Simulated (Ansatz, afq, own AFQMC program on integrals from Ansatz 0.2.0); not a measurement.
# CH$_{4}$Si, triplet in cc-pVTZ, levels against AFQMC with the constraint released

```
atom    x (Å)    y (Å)    z (Å)
   C  -1.8545   0.0000   0.0000
   H  -2.2177   1.0273   0.0000
   H  -2.2177  -0.5137   0.8897
   H  -2.2177  -0.5137  -0.8897
   H  -0.5495   0.0000   0.0000
  Si   1.0515   0.0000   0.0000
```

Connectivity, by distances: CH3 ··· Si, 1 bridging H.

Basis cc-pVTZ. Noble-gas cores (and the filled d shells of Ga–Kr and In–Xe) are frozen. AFQMC by an in-house program on the Cholesky factors that Ansatz 0.2.0 writes for its CCSD(T) run. ph-AFQMC/CISD is guided by a CISD state made of CCSD amplitudes; releasing the constraint for a short imaginary time cuts its bias at the price of noise, slowly where states lie close. Uncertainties: one standard error, sampling alone.

Determinant: UHF, the one that the program's search chose, which needn't be the lowest solution. The geometry is a point of a scan.

No full CI on the walks' own integrals is used here. The released AFQMC energy serves as the reference, which it does only where one determinant dominates, the energy is flat over the last release times and near the phaseless one (40 meV or 2 meV an electron, half that with transition metals). On small molecules, where full CI could be run and the noise was under 10 meV, such values lay within 10 meV of it in 19 cases of 20, a flattering rate, since the rule was set on those same cases; what remains of the bias isn't in the error bar.

Cautions: lower spins were not checked; the ph-AFQMC/CISD walk drifts between its halves (2.5 errors); the released value is read at 2.40 1/Eh (meV from the phaseless value at times in 1/Eh: -9 ± 4 at 0.24, -4 ± 4 at 0.51, -15 ± 5 at 0.99, -10 ± 8 at 1.62, -21 ± 9 at 2.40).

The T1 diagnostic is 0.0191. The weight of the determinant in the CISD state is 0.856, the ⟨S²⟩ of the determinant is 2.030 and the size of the correlated space is 12 electrons in 114 orbitals.

Reference: AFQMC with the constraint released, correlation energy -8.685 ± 0.009 eV.

| level | E − E(reference) (kJ/mol) | share of correlation (%) |
| --- | --- | --- |
| HF | 837.9 ± 0.9 | 0.00 |
| MP2 | 133.3 ± 0.9 | 84.09 |
| CCSD | 36.1 ± 0.9 | 95.69 |
| CCSD(T) | 4.8 ± 0.9 | 99.43 |
| ph-AFQMC/HF | 4.9 ± 2.8 | 99.42 |
| ph-AFQMC/CISD | 2.0 ± 1.0 | 99.76 |

A walk keeps the symmetry of its determinant, which the program's search chose and which needn't be the lowest solution, so a lower state of the same spin and another symmetry isn't excluded. Released energies are given only where the last usable release times agree within the noise; a slower fall can still hide under it.
